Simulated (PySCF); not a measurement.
Molecular orbitals of NaF

PBE0 at R = 1.940 Å; Na pcseg-2, F pcseg-2; no relativity (PySCF 2.14). State: triplet, unpaired electrons σ ↑, π ↑, a second solution, started from another occupation. Only the outer orbitals are listed, counted within each symmetry.

```
spin  orbital  occ.  ε (eV)  on Na (%)  main shells (%)
   α       4σ     1  -36.73          2           98 F s
   α       1π     1  -31.97        100         100 Na p
   α       1π     1  -31.95        100         100 Na p
   α       5σ     1  -31.93         97          98 Na p
   α       2π     1  -18.03          0          100 F p
   α       6σ     1  -15.64          2           98 F p
   α       2π     1  -15.45          0          100 F p
   α       7σ     1   -3.27        101          98 Na s
   α       3π     0   -0.42        100         100 Na p
   α       3π     0   -0.34        101         100 Na p
   α       8σ     0   -0.01        103  94 Na p, 9 Na s
   β       4σ     1  -34.10         11  89 F s, 10 Na p
   β       1π     1  -31.89        100         100 Na p
   β       1π     1  -31.88        100         100 Na p
   β       5σ     1  -31.71         89  89 Na p, 10 F s
   β       6σ     1  -14.72          2           98 F p
   β       2π     1  -14.55          0          100 F p
   β       2π     0   -8.69          1           99 F p
   β       7σ     0   -0.80        102         100 Na s
   β       3π     0    1.15         99         100 Na p
```

**Question.** Which are the highest filled and the lowest empty level, where do they sit, and how wide is the gap?

**Answer.** Highest filled α 7σ at -3.27 eV (in %: 98 Na s); lowest empty β 2π at -8.69 eV (in %: 99 F p); the gap at PBE0 is -5.42 eV.

The bond order (Mayer) is 0.05. The ⟨S²⟩ is 2.002. The charge on Na (Mulliken, basis-dependent) is -0.06 and the charge on Na (Löwdin, basis-dependent) is -0.16. The dipole moment (positive dipole means Na(−)F(+)) is 2.07 D.

Shares are Mulliken populations and can fall outside 0 to 100 %.

Counting both spins, an empty level lies below a filled one in this solution, because spin and occupation are held.
